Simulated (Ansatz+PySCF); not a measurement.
The numbers below are computed, except where a source is named.
Input for PySCF 2.14.0:

```python
from pyscf import gto, scf

mol = gto.M(atom="""
C 0.000000 0.000000 -0.583440
O 0.000000 0.000000 0.437580
""", basis='def2-svp', charge=1, spin=1)
mf = scf.UHF(mol)
mf.init_guess = '1e'
mf.kernel()
while True:  # follow internal instabilities
    mo, _, stable, _ = mf.stability(return_status=True)
    if stable: break
    mf.kernel(mf.make_rdm1(mo, mf.mo_occ))
print(mf.converged, mf.e_tot, mf.spin_square()[0])
```

The script is written out from the run's settings.

Output:

* Converged: yes
* Total energy: -112.15431 hartree
* Spin squared of the determinant: 0.827
